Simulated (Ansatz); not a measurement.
`[SiH3][S]`, charge 0, multiplicity 2.

Problem. Give a relaxed structure at PBE0-D4/def2-TZVP (Ansatz). (Best estimate.)

Solution. Ansatz gave: 
```xyz
5

Si   -0.079   -0.031    0.103
S     1.208    0.876   -1.318
H    -1.380    0.676    0.212
H     0.546   -0.122    1.447
H    -0.295   -1.399   -0.444
```
Point group C3v.
